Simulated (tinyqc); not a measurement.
Worked calculation: MP2 on RHF in the sto-3g basis, for H2O, spin multiplicity 1. Computed by tinyqc, a small Python program that keeps every step (integrals from PySCF). Settings: charge = 0, multiplicity = 1, basis = sto-3g, method = RHF, energy threshold = 1e-10, iteration cap = 60, orthogonalisation = symmetric, start = atomic densities, DIIS depth = 6. Command: `OMP_NUM_THREADS=1 python tinyqc.py 25508 25509 out.jsonl` (the two numbers bound the seeds that draw the settings). One thread of a shared host (Intel(R) Xeon(R) Processor @ 2.60GHz), about 0.1 s of CPU time with the checks. The early iterations of the SCF are left out here.

## One-electron integrals

Geometry (angstrom):
```
atom         x          y         z
O     0.000000   0.000000  0.000000
H     0.000000   0.967000  0.594000
H     0.000000  -0.967000  0.594000
```

Basis sto-3g: exponents (1/bohr^2) and contraction coefficients of normalised primitives:
```
element  l (shell)    exponent  coefficient
O            s (1)  130.709320     0.154329
O            s (1)   23.808861     0.535328
O            s (1)    6.443608     0.444635
O            s (2)    5.033151    -0.099967
O            s (2)    1.169596     0.399513
O            s (2)    0.380389     0.700115
O            p (3)    5.033151     0.155916
O            p (3)    1.169596     0.607684
O            p (3)    0.380389     0.391957
H            s (1)    3.425251     0.154329
H            s (1)    0.623914     0.535328
H            s (1)    0.168855     0.444635
```

Overlap, kinetic and nuclear-attraction integrals over the contracted functions; the nuclear repulsion is the sum of Za Zb / Rab.

nuclear repulsion = 7.73425361 hartree

overlap S, lower triangle:
```
           1O 1s     1O 2s    1O 2px     1O 2py    1O 2pz     2H 1s     3H 1s
1O 1s   1.000000
1O 2s   0.236704  1.000000
1O 2px  0.000000  0.000000  1.000000
1O 2py  0.000000  0.000000  0.000000   1.000000
1O 2pz  0.000000  0.000000  0.000000   0.000000  1.000000
2H 1s   0.035353  0.366147  0.000000   0.278860  0.171296  1.000000
3H 1s   0.035353  0.366147  0.000000  -0.278860  0.171296  0.132727  1.000000
```

kinetic energy T (hartree), lower triangle:
```
            1O 1s     1O 2s    1O 2px     1O 2py    1O 2pz      2H 1s     3H 1s
1O 1s   29.003200
1O 2s   -0.168011  0.808128
1O 2px   0.000000  0.000000  2.528731
1O 2py   0.000000  0.000000  0.000000   2.528731
1O 2pz   0.000000  0.000000  0.000000   0.000000  2.528731
2H 1s   -0.008815  0.059290  0.000000   0.142015  0.087235   0.760032
3H 1s   -0.008815  0.059290  0.000000  -0.142015  0.087235  -0.009173  0.760032
```

nuclear attraction V (hartree), lower triangle:
```
             1O 1s      1O 2s     1O 2px     1O 2py     1O 2pz      2H 1s      3H 1s
1O 1s   -61.551034
1O 2s    -7.403825  -9.980701
1O 2px    0.000000   0.000000  -9.852105
1O 2py    0.000000   0.000000   0.000000  -9.972792
1O 2pz   -0.011561  -0.142121   0.000000   0.000000  -9.897644
2H 1s    -1.131700  -2.779832   0.000000  -1.862910  -1.177093  -5.163028
3H 1s    -1.131700  -2.779832   0.000000   1.862910  -1.177093  -0.784307  -5.163028
```

core Hamiltonian H = T + V (hartree), lower triangle:
```
             1O 1s      1O 2s     1O 2px     1O 2py     1O 2pz      2H 1s      3H 1s
1O 1s   -32.547834
1O 2s    -7.571836  -9.172573
1O 2px    0.000000   0.000000  -7.323374
1O 2py    0.000000   0.000000   0.000000  -7.444061
1O 2pz   -0.011561  -0.142121   0.000000   0.000000  -7.368912
2H 1s    -1.140515  -2.720541   0.000000  -1.720895  -1.089858  -4.402997
3H 1s    -1.140515  -2.720541   0.000000   1.720895  -1.089858  -0.793480  -4.402997
```

## Two-electron integrals

Functions are numbered as in S; the eight-fold symmetry (ij|kl) = (ji|kl) = (kl|ij) leaves the list below.

Two-electron integrals (ij|kl) in chemists' order, unique and non-zero (hartree):
```
(11|11) 4.785065    (21|11) 0.741380    (21|21) 0.136873    (22|11) 1.118947
(22|21) 0.256633    (22|22) 0.817206    (31|31) 0.024477    (32|31) 0.037809
(32|32) 0.180518    (33|11) 1.115814    (33|21) 0.256684    (33|22) 0.817023
(33|33) 0.880159    (41|41) 0.024477    (42|41) 0.037809    (42|42) 0.180518
(43|43) 0.047444    (44|11) 1.115814    (44|21) 0.256684    (44|22) 0.817023
(44|33) 0.785270    (44|44) 0.880159    (51|51) 0.024477    (52|51) 0.037809
(52|52) 0.180518    (53|53) 0.047444    (54|54) 0.047444    (55|11) 1.115814
(55|21) 0.256684    (55|22) 0.817023    (55|33) 0.785270    (55|44) 0.785270
(55|55) 0.880159    (61|11) 0.112033    (61|21) 0.020527    (61|22) 0.038300
(61|33) 0.038225    (61|41) 0.000799    (61|42) 0.001506    (61|44) 0.038393
(61|51) 0.000491    (61|52) 0.000925    (61|54) 0.000103    (61|55) 0.038289
(61|61) 0.003118    (62|11) 0.293975    (62|21) 0.068364    (62|22) 0.243661
(62|33) 0.239363    (62|41) 0.004378    (62|42) 0.034548    (62|44) 0.248550
(62|51) 0.002689    (62|52) 0.021222    (62|54) 0.005643    (62|55) 0.242829
(62|61) 0.010471    (62|62) 0.092717    (63|31) 0.006888    (63|32) 0.041053
(63|43) 0.007030    (63|53) 0.004318    (63|63) 0.012687    (64|11) 0.188169
(64|21) 0.044296    (64|22) 0.168558    (64|33) 0.161052    (64|41) 0.009358
(64|42) 0.063471    (64|44) 0.181112    (64|51) 0.001517    (64|52) 0.013771
(64|54) 0.008004    (64|55) 0.163317    (64|61) 0.007060    (64|62) 0.077966
(64|64) 0.077499    (65|11) 0.115587    (65|21) 0.027210    (65|22) 0.103540
(65|33) 0.098930    (65|41) 0.001517    (65|42) 0.013771    (65|44) 0.102616
(65|51) 0.007820    (65|52) 0.049512    (65|54) 0.009294    (65|55) 0.108957
(65|61) 0.004337    (65|62) 0.047892    (65|64) 0.039812    (65|65) 0.037143
(66|11) 0.457552    (66|21) 0.108110    (66|22) 0.443657    (66|33) 0.426424
(66|41) 0.008366    (66|42) 0.092800    (66|44) 0.463562    (66|51) 0.005139
(66|52) 0.057004    (66|54) 0.022813    (66|55) 0.440437    (66|61) 0.016672
(66|62) 0.220025    (66|64) 0.211147    (66|65) 0.129702    (66|66) 0.774606
(71|11) 0.112033    (71|21) 0.020527    (71|22) 0.038300    (71|33) 0.038225
(71|41) -0.000799   (71|42) -0.001506   (71|44) 0.038393    (71|51) 0.000491
(71|52) 0.000925    (71|54) -0.000103   (71|55) 0.038289    (71|61) 0.003062
(71|62) 0.010089    (71|64) 0.006269    (71|65) 0.004184    (71|66) 0.015916
(71|71) 0.003118    (72|11) 0.293975    (72|21) 0.068364    (72|22) 0.243661
(72|33) 0.239363    (72|41) -0.004378   (72|42) -0.034548   (72|44) 0.248550
(72|51) 0.002689    (72|52) 0.021222    (72|54) -0.005643   (72|55) 0.242829
(72|61) 0.010089    (72|62) 0.071392    (72|64) 0.042113    (72|65) 0.035712
(72|66) 0.134093    (72|71) 0.010471    (72|72) 0.092717    (73|31) 0.006888
(73|32) 0.041053    (73|43) -0.007030   (73|53) 0.004318    (73|63) 0.009327
(73|73) 0.012687    (74|11) -0.188169   (74|21) -0.044296   (74|22) -0.168558
(74|33) -0.161052   (74|41) 0.009358    (74|42) 0.063471    (74|44) -0.181112
(74|51) -0.001517   (74|52) -0.013771   (74|54) 0.008004    (74|55) -0.163317
(74|61) -0.006269   (74|62) -0.042113   (74|64) -0.016093   (74|65) -0.020679
(74|66) -0.073209   (74|71) -0.007060   (74|72) -0.077966   (74|74) 0.077499
(75|11) 0.115587    (75|21) 0.027210    (75|22) 0.103540    (75|33) 0.098930
(75|41) -0.001517   (75|42) -0.013771   (75|44) 0.102616    (75|51) 0.007820
(75|52) 0.049512    (75|54) -0.009294   (75|55) 0.108957    (75|61) 0.004184
(75|62) 0.035712    (75|64) 0.020679    (75|65) 0.026925    (75|66) 0.072748
(75|71) 0.004337    (75|72) 0.047892    (75|74) -0.039812   (75|75) 0.037143
(76|11) 0.079161    (76|21) 0.018562    (76|22) 0.071371    (76|33) 0.069878
(76|44) 0.071570    (76|51) 0.001171    (76|52) 0.010881    (76|55) 0.072587
(76|61) 0.002803    (76|62) 0.026153    (76|64) 0.019239    (76|65) 0.015226
(76|66) 0.063258    (76|71) 0.002803    (76|72) 0.026153    (76|74) -0.019239
(76|75) 0.015226    (76|76) 0.009184    (77|11) 0.457552    (77|21) 0.108110
(77|22) 0.443657    (77|33) 0.426424    (77|41) -0.008366   (77|42) -0.092800
(77|44) 0.463562    (77|51) 0.005139    (77|52) 0.057004    (77|54) -0.022813
(77|55) 0.440437    (77|61) 0.015916    (77|62) 0.134093    (77|64) 0.073209
(77|65) 0.072748    (77|66) 0.272438    (77|71) 0.016672    (77|72) 0.220025
(77|74) -0.211147   (77|75) 0.129702    (77|76) 0.063258    (77|77) 0.774606
```

## Orthogonalisation

S = U s U^T; symmetric (Loewdin) form X = U s^(-1/2) U^T, so that X^T S X = 1.

eigenvalues of S: 0.458385  0.533724  0.897701  1.000000  1.085914  1.333549  1.690727

X, lower triangle:
```
            1O 1s      1O 2s    1O 2px     1O 2py     1O 2pz      2H 1s     3H 1s
1O 1s    1.023524
1O 2s   -0.135702   1.143763
1O 2px   0.000000   0.000000  1.000000
1O 2py   0.000000   0.000000  0.000000   1.075657
1O 2pz  -0.005922   0.055680  0.000000   0.000000   1.025446
2H 1s    0.018541  -0.210506  0.000000  -0.175319  -0.096567   1.113759
3H 1s    0.018541  -0.210506  0.000000   0.175319  -0.096567  -0.045344  1.113759
```

## Iteration 8 (converged): orbitals

converged F (hartree), lower triangle:
```
             1O 1s      1O 2s     1O 2px     1O 2py     1O 2pz      2H 1s      3H 1s
1O 1s   -20.239587
1O 2s    -5.160627  -2.392746
1O 2px    0.000000   0.000000  -0.376750
1O 2py    0.000000   0.000000   0.000000  -0.214331
1O 2pz   -0.024533  -0.055863   0.000000   0.000000  -0.254922
2H 1s    -0.785218  -0.751225   0.000000  -0.367885  -0.277757  -0.379910
3H 1s    -0.785218  -0.751225   0.000000   0.367885  -0.277757  -0.187040  -0.379910
```

Diagonalise F' = X^T F X, C = X C', fill 5 alpha and 5 beta electrons from the bottom; D = 2 C_occ C_occ^T. Each column has its largest component positive (the first on a tie).

F' = X^T F X (hartree), lower triangle:
```
            1          2          3          4          5          6          7
1  -19.865630
2   -2.683706  -1.311908
3    0.000000   0.000000  -0.376750
4    0.000000   0.000000   0.000000   0.017663
5   -0.048605   0.089345   0.000000   0.000000  -0.165061
6   -0.078981  -0.386899   0.000000  -0.401681  -0.262820  -0.023367
7   -0.078981  -0.386899   0.000000   0.401681  -0.262820  -0.050104  -0.023367
```

orbital energies (hartree): MO1 -20.247834, MO2 -1.186795, MO3 -0.545881, MO4 -0.402321, MO5 -0.376750, MO6 0.420880, MO7 0.590280

coefficients C:
```
              MO1        MO2        MO3        MO4       MO5        MO6        MO7
1O 1s    0.994471  -0.240998   0.000000   0.085575  0.000000   0.111190   0.000000
1O 2s    0.023763   0.897404   0.000000  -0.438844  0.000000  -0.647960   0.000000
1O 2px   0.000000   0.000000   0.000000   0.000000  1.000000   0.000000   0.000000
1O 2py   0.000000   0.000000   0.589018   0.000000  0.000000   0.000000   0.933579
1O 2pz   0.002683   0.070126   0.000000   0.778243  0.000000  -0.680248   0.000000
2H 1s   -0.004375   0.141876   0.452769   0.328306  0.000000   0.704844  -0.705334
3H 1s   -0.004375   0.141876  -0.452769   0.328306  0.000000   0.704844   0.705334
```

D after iteration 8, lower triangle:
```
            1O 1s      1O 2s    1O 2px     1O 2py    1O 2pz      2H 1s     3H 1s
1O 1s    2.108752
1O 2s   -0.460390   1.996964
1O 2px   0.000000   0.000000  2.000000
1O 2py   0.000000   0.000000  0.000000   0.693885
1O 2pz   0.104733  -0.557065  0.000000   0.000000  1.221175
2H 1s   -0.020896  -0.033718  0.000000   0.533379  0.530878   0.665865
3H 1s   -0.020896  -0.033718  0.000000  -0.533379  0.530878  -0.154135  0.665865
```

## Convergence

Stop when the energy changes by less than 1e-10 hartree and every element of the error matrix X^T (F D S - S D F) X is below 3e-06.

Course of the cycle:
```
iteration   E (hartree)     change  largest element of the error matrix
1          -75.10247451          -                             9.19e-01
2          -74.86438991   2.38e-01                             2.01e-01
3          -74.91328747  -4.89e-02                             2.75e-02
4          -74.91434661  -1.06e-03                             5.54e-03
5          -74.91438923  -4.26e-05                             3.80e-04
6          -74.91438987  -6.37e-07                             1.25e-04
7          -74.91438993  -6.67e-08                             7.69e-07
8          -74.91438993  -1.49e-12                             7.54e-10
```

PySCF RHF in the same basis = -74.91438993 hartree

Converged in 8 iterations.

## Integrals over molecular orbitals

(pq|rs) = sum C_ip C_jq C_kr C_ls (ij|kl), one index at a time.

one-electron integrals over orbitals h = C^T H C (hartree), lower triangle:
```
            1          2          3          4          5          6          7
1  -32.531276
2    0.573239  -7.538035
3    0.000000   0.000000  -5.898339
4   -0.188299   0.519911   0.000000  -6.598040
5    0.000000   0.000000   0.000000   0.000000  -7.323374
6   -0.257709   1.184039   0.000000   1.307175   0.000000  -5.156473
7    0.000000   0.000000  -1.812950   0.000000   0.000000   0.000000  -5.546728
```

Two-electron integrals over orbitals (pq|rs), unique and non-zero (hartree):
```
(11|11) 4.746905    (21|11) -0.431696   (21|21) 0.061959    (22|11) 1.023808
(22|21) -0.015796   (22|22) 0.722403    (31|31) 0.009982    (32|31) 0.016086
(32|32) 0.128499    (33|11) 0.742829    (33|21) -0.004586   (33|22) 0.602875
(33|33) 0.580596    (41|11) 0.151623    (41|21) -0.020210   (41|22) 0.011106
(41|33) 0.004895    (41|41) 0.023961    (42|11) -0.140314   (42|21) 0.007387
(42|22) -0.028031   (42|33) 0.003774    (42|41) 0.020161    (42|42) 0.131053
(43|31) -0.001862   (43|32) 0.030781    (43|43) 0.054719    (44|11) 0.947205
(44|21) -0.011216   (44|22) 0.668134    (44|33) 0.559064    (44|41) -0.009196
(44|42) -0.096366   (44|44) 0.711175    (51|51) 0.025960    (52|51) 0.033403
(52|52) 0.151702    (53|53) 0.025337    (54|51) -0.010918   (54|52) -0.040746
(54|54) 0.047114    (55|11) 1.115358    (55|21) -0.012246   (55|22) 0.756208
(55|33) 0.590431    (55|41) 0.004239    (55|42) -0.076304   (55|44) 0.696292
(55|55) 0.880159    (61|11) 0.198982    (61|21) -0.030009   (61|22) 0.003475
(61|33) -0.000073   (61|41) -0.003233   (61|42) -0.019927   (61|44) 0.014755
(61|55) 0.005473    (61|61) 0.024318    (62|11) -0.262332   (62|21) 0.006478
(62|22) -0.127094   (62|33) -0.058335   (62|41) -0.017956   (62|42) -0.034220
(62|44) -0.067770   (62|55) -0.139784   (62|61) 0.008460    (62|62) 0.091475
(63|31) -0.002008   (63|32) 0.044952    (63|43) 0.041995    (63|63) 0.084852
(64|11) -0.265841   (64|21) 0.003368    (64|22) -0.129502   (64|33) -0.045147
(64|41) -0.002679   (64|42) 0.037510    (64|44) -0.131651   (64|55) -0.148014
(64|61) -0.000496   (64|62) 0.063905    (64|64) 0.093563    (65|51) -0.013260
(65|52) -0.051951   (65|54) -0.006027   (65|65) 0.033354    (66|11) 0.747879
(66|21) -0.007125   (66|22) 0.574900    (66|33) 0.536338    (66|41) 0.017186
(66|42) 0.049499    (66|44) 0.532028    (66|55) 0.561312    (66|61) -0.007729
(66|62) -0.082366   (66|64) -0.049120   (66|66) 0.564081    (71|31) 0.014215
(71|32) 0.021869    (71|43) -0.002687   (71|63) -0.002369   (71|71) 0.020274
(72|31) 0.014910    (72|32) 0.058151    (72|43) -0.025779   (72|63) -0.027594
(72|71) 0.020291    (72|72) 0.070735    (73|11) 0.374359    (73|21) -0.006891
(73|22) 0.172871    (73|33) 0.087904    (73|41) -0.000037   (73|42) -0.069754
(73|44) 0.150706    (73|55) 0.206420    (73|61) 0.005169    (73|62) -0.069473
(73|64) -0.097989   (73|66) 0.042374    (73|73) 0.157118    (74|31) -0.007417
(74|32) -0.067764   (74|43) -0.012745   (74|63) -0.057497   (74|71) -0.010592
(74|72) -0.018092   (74|74) 0.067056    (75|53) 0.024045    (75|75) 0.026179
(76|31) -0.007682   (76|32) -0.088238   (76|43) -0.063901   (76|63) -0.075819
(76|71) -0.010749   (76|72) -0.000409   (76|74) 0.058670    (76|76) 0.116818
(77|11) 0.853026    (77|21) -0.009398   (77|22) 0.611527    (77|33) 0.576368
(77|41) 0.003306    (77|42) -0.022990   (77|44) 0.583288    (77|55) 0.614976
(77|61) 0.004167    (77|62) -0.061709   (77|64) -0.055313   (77|66) 0.540551
(77|73) 0.106735    (77|77) 0.599326
```

## Second-order Moller-Plesset energy

Hartree-Fock energy = -74.91438993 hartree

E2 = sum_ijab (ia|jb) [2 (ia|jb) - (ib|ja)] / (e_i + e_j - e_a - e_b) over occupied i, j and virtual a, b; the opposite-spin part is (ia|jb)^2 / denominator, the rest is same-spin, and SCS-MP2 scales them by 6/5 and 1/3.

Terms:
```
i  j  a  b    (ia|jb)    (ib|ja)  denominator       term
3  3  7  7   0.157118   0.157118    -2.272323  -0.010864
4  3  6  7  -0.097989  -0.057497    -1.959362  -0.006926
3  4  7  6  -0.097989  -0.057497    -1.959362  -0.006926
4  4  6  6   0.093563   0.093563    -1.646402  -0.005317
3  3  6  6   0.084852   0.084852    -1.933522  -0.003724
3  2  7  6  -0.069473  -0.027594    -2.743837  -0.002819
2  3  6  7  -0.069473  -0.027594    -2.743837  -0.002819
2  2  6  6   0.091475   0.091475    -3.215351  -0.002602
4  4  7  7   0.067056   0.067056    -1.985203  -0.002265
4  2  6  6   0.063905   0.063905    -2.430877  -0.001680
2  4  6  6   0.063905   0.063905    -2.430877  -0.001680
2  2  7  7   0.070735   0.070735    -3.554152  -0.001408
5  5  6  6   0.033354   0.033354    -1.595260  -0.000697
3  4  6  7  -0.057497  -0.097989    -1.959362  -0.000499
4  3  7  6  -0.057497  -0.097989    -1.959362  -0.000499
5  5  7  7   0.026179   0.026179    -1.934061  -0.000354
3  2  6  7  -0.027594  -0.069473    -2.743837   0.000144
2  3  7  6  -0.027594  -0.069473    -2.743837   0.000144
4  2  7  7  -0.018092  -0.018092    -2.769677  -0.000118
2  4  7  7  -0.018092  -0.018092    -2.769677  -0.000118
2  1  7  7   0.020291   0.020291   -22.615190  -0.000018
1  2  7  7   0.020291   0.020291   -22.615190  -0.000018
1  1  6  6   0.024318   0.024318   -41.337428  -0.000014
1  1  7  7   0.020274   0.020274   -41.676228  -0.000010
4  1  7  7  -0.010592  -0.010592   -21.830715  -0.000005
1  4  7  7  -0.010592  -0.010592   -21.830715  -0.000005
1  2  6  6   0.008460   0.008460   -22.276389  -3.21e-06
2  1  6  6   0.008460   0.008460   -22.276389  -3.21e-06
3  1  7  6   0.005169  -0.002369   -21.804875  -3.01e-06
1  3  6  7   0.005169  -0.002369   -21.804875  -3.01e-06
3  1  6  7  -0.002369   0.005169   -21.804875  -1.08e-06
1  3  7  6  -0.002369   0.005169   -21.804875  -1.08e-06
4  1  6  6  -0.000496  -0.000496   -21.491915  -1.15e-08
1  4  6  6  -0.000496  -0.000496   -21.491915  -1.15e-08
```

Pair energies (hartree; pair i-j sums ij and ji):
```
pair  opposite spin  same spin
1-1       -0.000024   0.000000
2-1       -0.000043   0.000000
2-2       -0.004010   0.000000
3-1       -2.97e-06  -0.000005
3-2       -0.004073  -0.001278
3-3       -0.014587   0.000000
4-1       -0.000010   0.000000
4-2       -0.003596   0.000000
4-3       -0.013175  -0.001674
4-4       -0.007582   0.000000
5-5       -0.001052   0.000000
```

MP2 correlation energy = -0.05111376 hartree

SCS-MP2 correlation energy = -0.05877359 hartree

MP2 total energy = -74.96550369 hartree
